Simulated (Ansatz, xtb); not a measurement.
# BFH3Si: which of two isomers lies lower

We compare a, `B[SiH]F`, a doublet, with b, `FB[SiH2]`, a doublet. Both are isolated molecules in the gas phase, relaxed with B3LYP/6-31G*; the shapes shown needn't be the lowest conformers.

a (Å):

```xyz
6

B    -1.7181    0.9160   -1.0897
F     1.3645    0.9354   -1.5492
Si   -0.0343    1.7384   -1.4587
H    -2.6676    1.6395   -1.0543
H    -1.8087   -0.2574   -0.9057
H     0.2747    3.1686   -1.7124
```

b (Å):

```xyz
6

B    -1.2734    1.6278   -0.5124
F    -1.5946    2.9179   -0.4187
Si   -0.4151    0.9247   -2.1465
H    -1.5183    0.9104    0.4154
H    -0.0449   -0.5054   -2.2763
H    -0.0685    1.7277   -3.3454
```

Q: Estimate E(b) − E(a) at the level CCSD(T)/def2-TZVP.

A: Too close to call at this level: CCSD(T)/def2-TZVP gives E(b) − E(a) = +0.015 eV.

The same difference at several levels:

```json
{"level": "GFN2-xTB", "geometry": "GFN2-xTB", "E(b) − E(a) (eV)": "+0.550", "departure from the last row (eV)": "+0.536", "job, with rough time for the two": "optimisation, 0.56 s"}
{"level": "HF/STO-3G", "geometry": "GFN2-xTB", "E(b) − E(a) (eV)": "−1.336", "departure from the last row (eV)": "−1.350", "job, with rough time for the two": "single point, 1.2 s"}
{"level": "r2SCAN-D4/def2-SVP", "geometry": "GFN2-xTB", "E(b) − E(a) (eV)": "−0.267", "departure from the last row (eV)": "−0.282", "job, with rough time for the two": "single point, 11 s"}
{"level": "B3LYP/6-31G*", "geometry": "B3LYP/6-31G*", "E(b) − E(a) (eV)": "−0.114", "departure from the last row (eV)": "−0.129", "job, with rough time for the two": "optimisation, 100 s"}
{"level": "HF/def2-TZVP", "geometry": "B3LYP/6-31G*", "E(b) − E(a) (eV)": "−0.049", "departure from the last row (eV)": "−0.063", "job, with rough time for the two": "part of the CCSD(T) run"}
{"level": "MP2/def2-TZVP", "geometry": "B3LYP/6-31G*", "E(b) − E(a) (eV)": "+0.045", "departure from the last row (eV)": "+0.031", "job, with rough time for the two": "part of the CCSD(T) run"}
{"level": "CCSD(T)/def2-TZVP", "geometry": "B3LYP/6-31G*", "E(b) − E(a) (eV)": "+0.015", "departure from the last row (eV)": "", "job, with rough time for the two": "single point, 95 s"}
```

As drawn, b has 1 B–F, 1 Si–H in place of 1 F–Si, 1 B–H.

The largest departure from CCSD(T)/def2-TZVP is that of HF/STO-3G, 1.350 eV.

With harmonic frequencies from B3LYP/6-31G* (ideal gas, rigid rotor, one conformer each, 298.15 K, 1 atm): on the last row, ΔE + ΔZPE = −0.014 eV. A mode under 50 cm⁻¹ makes harmonic enthalpies and free energies unreliable, so none is given.

Open shells are spin-unrestricted. The correlated steps freeze 7 core orbitals. Run with Ansatz 0.2.0, xtb 6.7.1; the last row on 1 thread of Intel(R) Xeon(R) Processor @ 2.50GHz (Skylake/Cascade Lake) on a shared host.
